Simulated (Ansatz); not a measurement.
One starting cell of Ge (a generated cell, Ge built in the diamond structure type) was relaxed twice with Ansatz (plane waves, PAW, scalar-relativistic): with r2SCAN at 500 eV and with PBE at 420 eV. The r2SCAN result:

Space group Fd-3m, origin choice 1 (No. 227); a = b = c = 5.6727 Å, α = β = γ = 90.00°

```
atom  site  symmetry       x       y       z
----  ----  --------  ------  ------  ------
Ge      8a      -43m  0.0000  0.0000  0.0000
```
(The calculation used a cell of 2 atoms; values per cell refer to that cell.)

```
quantity                                           r2SCAN    PBE
--------------------------------------  -----------------  -----
space group                                         Fd-3m  Fd-3m
volume (Å³/atom)                                    22.82    ___
a (Å)                                               5.673    ___
gap (eV, no spin-orbit coupling)                     0.37    ___
highest phonon at the sampled q (cm⁻¹)                295    ___
softest mode (cm⁻¹)                     no imaginary mode    ___
```

Problem. What does PBE give for the same quantities?

Solution. 
- volume (Å³/atom), PBE: 23.92
- a (Å), PBE: 5.762
- gap (eV, no spin-orbit coupling), PBE: 0.00
- highest phonon at the sampled q (cm⁻¹), PBE: 270
- softest mode (cm⁻¹), PBE: no imaginary mode

Both levels end in the same structure; PBE's volume is 4.8 % larger; its gap is 0.37 eV smaller, so that PBE closes a gap that the other level keeps. Neither column is exact.

No spin polarisation in the result.

Measured for Ge: a 5.644 Å (static lattice; corrected from measurement; as listed in Daniel Mejia-Rodriguez, S. B. Trickey, Phys. Rev. B (2018)); gap 0.792 eV (static lattice; corrected from measurement; as listed in Anna Miglio et al., npj Computational Materials (2020)). Computed minus measured — a: r2SCAN +0.5 %, PBE +2.1 %; gap: r2SCAN -0.43 eV, PBE -0.79 eV. The computed values are for a static lattice, and a measured gap can be an optical one, lowered by exciton binding.

The run could not lose the symmetry of its start; a randomly shaken copy of 2 atoms returns to this structure.

All atoms sit on sites fixed by symmetry, so only the cell could relax.

Ansatz is a program for electronic structure.
